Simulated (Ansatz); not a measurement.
Consider a ladder of basis sets of Cl2Si, SMILES Cl[Si]Cl (Ansatz 0.2.0, Python API).

The script, `cl2si.py`:
```python
from dataclasses import dataclass

import ansatz as az


@dataclass(frozen=True)
class RunConfig:
    xc: str = 'hf'


settings = RunConfig()

geometry_ang = [
    ('Cl', [0.21015, 1.75807, 0.30937]),
    ('Si', [-0.62053, -0.00844, -0.34006]),
    ('Cl', [0.41038, -1.74963, 0.03069]),
]
geometry = az.Crystal.molecule()
for symbol, xyz in geometry_ang:
    geometry = geometry.atom(symbol, xyz)

base = geometry.calculation().functional(settings.xc)

energies = {}
for basis in ['STO-3G', '6-31G', '6-31G*', 'def2-SVP', 'def2-SVPD', 'def2-TZVP', 'def2-TZVPP']:
    r = base.basis(gaussian=basis).run(threads=1).report
    size = r['n_frozen'] + r['n_occupied'][0] + r['n_virtual'][0]
    energies[basis] = (r['reference_energy_ev'] / 27.211386246, r['free_energy_ev'] / 27.211386246)
    print(f'{basis:14s} {size:4d} orbitals  reference {energies[basis][0]:14.6f} Ha  total {energies[basis][1]:14.6f} Ha')

last = energies['def2-TZVPP'][1]
for basis, (_, total) in energies.items():
    print(f'{basis:14s} lies {27.211386 * (total - last):9.4f} eV above def2-TZVPP')
```

How far does the total energy move along this ladder of basis sets?

Against STO-3G: 6-31G -13017.8 mHa, 6-31G* -13107.0 mHa, def2-SVP -12776.4 mHa, def2-SVPD -12793.4 mHa, def2-TZVP -13198.7 mHa and def2-TZVPP -13199.1 mHa. The last step alone is -0.42 mHa (these two sets differ little on atoms other than hydrogen).

The run itself:

```console
$ python cl2si.py
STO-3G           27 orbitals  reference   -1194.826362 Ha  total   -1194.826362 Ha
6-31G            39 orbitals  reference   -1207.844129 Ha  total   -1207.844129 Ha
6-31G*           57 orbitals  reference   -1207.933366 Ha  total   -1207.933366 Ha
def2-SVP         54 orbitals  reference   -1207.602768 Ha  total   -1207.602768 Ha
def2-SVPD        78 orbitals  reference   -1207.619745 Ha  total   -1207.619745 Ha
def2-TZVP       111 orbitals  reference   -1208.025092 Ha  total   -1208.025092 Ha
def2-TZVPP      126 orbitals  reference   -1208.025509 Ha  total   -1208.025509 Ha
STO-3G         lies  359.1671 eV above def2-TZVPP
6-31G          lies    4.9356 eV above def2-TZVPP
6-31G*         lies    2.5073 eV above def2-TZVPP
def2-SVP       lies   11.5034 eV above def2-TZVPP
def2-SVPD      lies   11.0414 eV above def2-TZVPP
def2-TZVP      lies    0.0113 eV above def2-TZVPP
def2-TZVPP     lies    0.0000 eV above def2-TZVPP
```

What to keep in mind:
- The drop along the ladder measures the basis error, and is no property of the molecule.
- The geometry is a force-field or estimated start, not a minimum of this method, and the last set is no limit. Much of the fall in a total is atomic energy, which cancels in bond and reaction energies.
- Totals across families of basis sets mostly measure their core functions.
- It ran for 4.1 s on 1 thread of Arm Neoverse V2 (shared host), peak memory 0.3 GiB.

(Lines on the test bed's own set-up are left out of the output.)
